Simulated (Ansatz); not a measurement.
## hcp Tl

Calculation: r²SCAN (Ansatz, a quantum-chemistry and plane-wave program, PAW).

Run with plane-wave cutoff 500 eV, 10×10×1 k mesh (along the axes of the cell as run), Fermi–Dirac smearing 0.1 eV, scalar-relativistic PAW data made under PBE.

Cell: relaxed at this level.

```
Property                                Value
----------------------------------  ---------
surface energy of the (11-20) face  0.37 J/m²
work function of the (11-20) face     3.62 eV
```

The slab of 16 atoms is relaxed and unreconstructed.

Spin–orbit coupling is not included; it can shift volumes and moduli of such heavy elements.

Computed values are for the static lattice.

It cost about 24 core-minutes (a rough figure) of CPU time.
